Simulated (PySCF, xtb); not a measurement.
methanethiol (CH₄S), SMILES CS.

Harmonic wavenumbers (cm⁻¹) from GFN2-xTB in xtb at its own minimum, in rising order: 233, 725, 780, 949, 1030, 1321, 1450, 1454, 2436, 3033, 3039, 3064.

Task: What does B3LYP-D3(BJ)/def2-TZVP run with PySCF give at its own minimum? (An estimate is asked for; the answer gives what the named calculation found.)

Result: 240, 699, 801, 973, 1099, 1360, 1476, 1490, 2671, 3053, 3133, 3136. Paired by order, the mean absolute difference is 56 cm⁻¹ and the zero-point energies are 27.9 and 28.8 kcal/mol.
